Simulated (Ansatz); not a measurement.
## Multireference treatment of C2H2, singlet

Calculated in Ansatz's Gaussian-basis code. Basis aug-cc-pVTZ, nonrelativistic, 2 orbitals frozen in the corrections. State-specific CASSCF; RHF is the lowest restricted (open-shell) Hartree–Fock solution met. Solutions may break the symmetry of the shape. The lowest solution met needn't be the lowest there is, nor hold the orbitals that a chemist would pick. The orbital stability of a CASSCF solution shown is undecided.

Geometry:

```xyz
4

C     0.0000    0.0000    0.6013
C     0.0000    0.0000   -0.6013
H     0.0000    0.0000    1.6644
H     0.0000    0.0000   -1.6644
```

(1) What do CASSCF and its corrections give against RHF in CAS(4,4), and what are the occupations?

(2) Roughly how much CPU time does a whole run from the default start take (median of such runs, summed over threads; nearly all runs on one pinned thread of a shared server, mostly Xeon at 2.3 to 2.6 GHz, by a development driver)?

## Answers

(1) CASSCF -1.854 eV, SC-NEVPT2 -8.413 eV; occupations 1.94, 1.94, 0.06, 0.06.

(2) CAS(4,4): about 26 s. Other jobs ran beside these, and the count of passes differs.
